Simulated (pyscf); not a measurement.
water (H₂O) + H₃C–B(OH)–OH -> boric acid (HO–B(OH)–OH) + methane (CH₄), a four-centre exchange (singlet surface; H–O, B–C broken, B–O, C–H formed). PySCF, gas phase, ωB97X-D3(BJ)/def2-SVP geometries. Energies in eV from the separated reactants.

Small-basis levels: PySCF, no dispersion term, spherical d functions. AM1 to PM7: differences of heats of formation from MOPAC, which are fitted to 298 K values and so differ in kind from electronic energies by zero-point and thermal terms. GFN2-xTB: tblite. Cost: rough CPU time at the saddle relative to B3LYP/6-31G*, from one job on a shared machine.

```
level                   barrier  reaction energy        cost
----------------------  -------  ---------------  ----------
HF/STO-3G                  2.61            -1.83        0.03
HF/6-31G*                  2.40            -1.70        0.07
MP2/6-31G*                 1.61            -1.58         0.1
BP86/6-31G*                1.24            -1.57           2
B3LYP/STO-3G               1.36            -2.06         0.6
B3LYP/3-21G                0.81            -1.94         0.7
M06-2X/6-31G*              1.30            -1.65           3
PBE/def2-SVP               0.98            -1.47           2
GFN2-xTB                   1.69            -1.59  under 0.02
AM1                        2.31            -1.06  under 0.02
PM6                        1.33            -1.00  under 0.02
PM7                        1.45            -0.92  under 0.02
ωB97M-D3(BJ)/def2-TZVP     1.56            -1.33           –
```

Against the last row the barrier runs from -0.75 (B3LYP/3-21G) to +1.05 eV (HF/STO-3G). ωB97M-D3(BJ)/def2-TZVP has limits of its own. On the reactant side the descent ends in a complex, 0.18 eV under the separated species and 1.78 eV under the saddle at ωB97X-D3(BJ)/def2-TZVP. The reactants may also form a dative adduct at H₃C–B(OH)–OH; it and routes through it were not searched. One saddle was located; it need not be the lowest between these sides.
